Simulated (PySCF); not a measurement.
Electronic absorption of C4H7F

Species: C4H7F.
InChI=1S/C4H7F/c1-3-4(2)5/h3H,1-2H3/b4-3+

The calculation used TDDFT CAM-B3LYP/def2-SVPD, vertical, gas phase, core orbitals frozen in the response (PySCF 2.14.0, density-fitted response routines). Isolated species at its GFN2-xTB geometry, gas phase.

```csv
state,E (eV),ν̃ (cm⁻¹),f,|μ| (D),symmetry,"main configurations (H = HOMO, L = LUMO)"
S1,6.70,54070,0.0005,0.14,–,H→L (92%)
S2,7.37,59440,0.458,4.05,A′,H→L+1 (96%)
S3,7.41,59740,0.0004,0.13,–,"H→L+2 (72%), H→L+4 (19%)"
S4,7.72,62240,0.016,0.75,A″,H→L+3 (87%)
S5,8.24,66490,0.0068,0.47,A″,"H→L+4 (65%), H→L+2 (21%)"
S6,8.82,71160,0.0013,0.19,–,H→L+5 (86%)
S7,9.08,73260,0.062,1.34,A′,H→L+6 (92%)
S8,9.11,73500,0.0001,0.04,–,H-1→L+1 (92%)
```

Triplets (Tamm–Dancoff): T1 4.43 eV, H→L+1 (93%); T2 6.58 eV, H→L (90%); T3 7.20 eV, H→L+2 (62%), H→L+4 (25%).

The lowest singlet comes at 185 nm (647 kJ/mol) in the vacuum ultraviolet; it is dark (f under 0.0005); its leading configuration is HOMO→LUMO (92%). The most intense listed level is S2 at 7.37 eV (168 nm, f = 0.458), 0.67 eV above S1. Löwdin shares by element: HOMO carbon 72% or more, fluorine 12% (atoms not listed hold the other 16%); LUMO carbon 59% (atoms not listed hold the other 41%). The listed states span 2.41 eV, and the widest gap between neighbours is 0.67 eV (S1 to S2). Orbital energies (eV): HOMO-3 -12.81, HOMO-2 -12.15, HOMO-1 -11.57, HOMO -8.30, LUMO 1.37, LUMO+1 1.84, LUMO+2 2.03. Weighted by f, the mean energy of these states is 7.59 eV. Symmetry labels in Cs follow from the direction of the transition dipole and are given only for states with f of 0.002 or more. Singlets were solved by full linear response, triplets in the Tamm–Dancoff approximation.

The run took 14 s of wall time on one thread of an Arm Neoverse V2, shared host.
